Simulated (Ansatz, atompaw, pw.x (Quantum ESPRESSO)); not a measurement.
# W (bcc): variants of one PAW (atompaw) potential in the solid

| Item | Value |
| --- | --- |
| Element | tungsten |
| Generator | atompaw 4.2.0.5 |
| Type | PAW |
| Functional | PBEsol |
| Relativity | scalar-relativistic |
| Frozen core | [Xe] 4f14 |
| Valence charge | 6 |
| Reference configuration | 5d4 6s1 6p1 |
| Partial waves | 6s (bound): rc 3.00 bohr; 6s channel at 2.55 Ry: rc 2.15 bohr; 6p (bound): rc 3.00 bohr; 6p channel at 1.55 Ry: rc 3.00 bohr; 5d (bound): rc 3.00 bohr; 5d channel at 1.55 Ry: rc 3.00 bohr |
| Local potential | bessel scheme, radius 2.90 bohr |
| Core correction | smooth core density matched at 1.55 bohr |
| Augmentation charge | sinc compensation charge, radius 2.45 bohr; PAW radius 3.00 bohr; waves and projectors: custom rrkj vanderbiltortho |

Crystal test: bcc W in pw.x 7.5, no spin, 15³ k-points, Fermi–Dirac smearing 0.01 Ry, cutoffs set for each file from its atomic test. The reference is all-electron LAPW (Ansatz 0.2.0) with the same functional, mesh and smearing; V0 and B0 come from Birch–Murnaghan fits to the pressures at five volumes. Errors are pseudo minus all-electron; Δ is the rms difference of the E(V) curves that follow from these fits, minima aligned, over ±6 % about the mean V0. Mesh and smearing are coarse, so the numbers serve the comparison and aren't converged zero-temperature values; the lattice is a test structure that the element need not adopt.

All-electron: a0 = 3.155 Å (V0 = 15.70 Å³/atom), B0 = 321.1 GPa.

Base: The largest radius (3.00 bohr) exceeds half the bond length (2.58 bohr), so the spheres overlap, which is one possible source of error among others. This is a poor potential for the solid.

A dash in a converged row means that the minimum lies outside the volumes sampled.

| change | cutoffs (Ry) | pw.x | a0 (Å) | a0 error (%) | B0 error (%) | Δ (meV/atom) | mean pressure error (GPa) |
| --- | --- | --- | --- | --- | --- | --- | --- |
| base | 40/400 | converged | 3.198 | +1.38 | +0.9 | 46.9 | +14.82 |
| core correction smooth core density matched at 1.58 bohr | 40/400 | converged | 3.198 | +1.38 | +0.9 | 46.9 | +14.82 |
| reference 5d4 6s2 6p0 | 40/400 | converged | 3.195 | +1.28 | +1.3 | 43.8 | +13.80 |
| augmentation sinc compensation charge, radius 2.45 bohr; PAW radius 3.00 bohr; waves and projectors: custom polynom2 7 10 vanderbiltortho | 45/450 | converged | – | – | – | – | +20.05 |
| augmentation sinc compensation charge, radius 2.54 bohr; PAW radius 3.00 bohr; waves and projectors: custom rrkj vanderbiltortho | 40/400 | converged | 3.197 | +1.35 | +1.0 | 46.1 | +14.57 |
| wave 6s (bound): rc 3.00 bohr becomes 6s (bound): rc 2.74 bohr | 40/400 | converged | 3.198 | +1.37 | +0.1 | 46.5 | +14.62 |
